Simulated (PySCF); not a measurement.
# Broadened absorption spectrum of BH5SSi

Compound: BH₅SSi.
SMILES: `BS[SiH3]`

Level of theory: PySCF, TDDFT wB97X-D/def2-SVPD, vertical, gas phase, core orbitals frozen in the response. The structure is a single PBE0-D3(BJ)/def2-SVP conformer in the gas phase; no vibrational or solvent corrections.

Computed states:

| state | E (eV) | f |
| --- | --- | --- |
| S1 | 5.64 | 0.0000 |
| S2 | 5.95 | 0.124 |
| S3 | 6.61 | 0.0009 |
| S4 | 6.92 | 0.026 |
| S5 | 7.72 | 0.140 |
| S6 | 7.75 | 0.0036 |
| S7 | 7.88 | 0.0007 |
| S8 | 8.28 | 0.0035 |
| S9 | 8.35 | 0.015 |
| S10 | 8.43 | 0.020 |

Broadening: Gaussians 0.3 eV wide at half height, area fixed by f = 4.319×10⁻⁹ ∫ε dν̃. The width is an assumption, not a result. The curve ends short of the highest state used, and states not computed would add to its high-energy end.

(1) What does the envelope look like, and where are its maxima?

(2) Coming from long wavelengths, where does ε first pass 100 L mol⁻¹ cm⁻¹?

(3) On this curve, what absorbance would a 10⁻⁵ mol/L sample give at 222 nm over a 1 cm path?

Answers

(1) 
(E (eV), ε (L mol⁻¹ cm⁻¹)): (5.19, 0), (5.28, 0), (5.37, 1), (5.46, 7), (5.55, 75), (5.65, 650), (5.74, 2722), (5.83, 6936), (5.92, 10736), (6.01, 10089), (6.10, 5756), (6.19, 1994), (6.28, 422), (6.37, 67), (6.46, 49), (6.55, 110), (6.65, 337), (6.74, 931), (6.83, 1846), (6.92, 2304), (7.01, 1758), (7.10, 815), (7.19, 232), (7.28, 73), (7.37, 305), (7.46, 1626), (7.55, 5330), (7.65, 11118), (7.74, 12745), (7.83, 8897)

Maxima: 208 nm (5.95 eV), ε about 11000, made up of S2 (100%); 179 nm (6.92 eV), ε about 2300, made up of S4 (100%); 161 nm (7.72 eV), ε about 13000, made up of S5 (97%) (ε in L mol⁻¹ cm⁻¹; maxima over ε = 5, shares over 10%).

(2) At about 223 nm (5.56 eV), 0.08 eV below S1.

(3) 222 nm is 5.585 eV, where ε is about 170 L mol⁻¹ cm⁻¹, so A = ε c l ≈ 0.0017 (Beer–Lambert, with the gas-phase spectrum and the assumed width).

All these states lie below the vertical ionisation energy of 10.45 eV (ΔSCF).
